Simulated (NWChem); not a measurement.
# C₂H₃F; SMILES C(F)=C

Program: NWChem. Coordinates come from a PBE0/def2-SVP optimisation. Level: M06-2X/def2-SVP with SMD (1 M gas to 1 M solution), gas-phase geometry.

For solvent acetonitrile:

dipole in solution (D): 1.63

Question: What are these values for solvent cyclohexane?

Answer: The dipole in solution (D) comes out as 1.48.
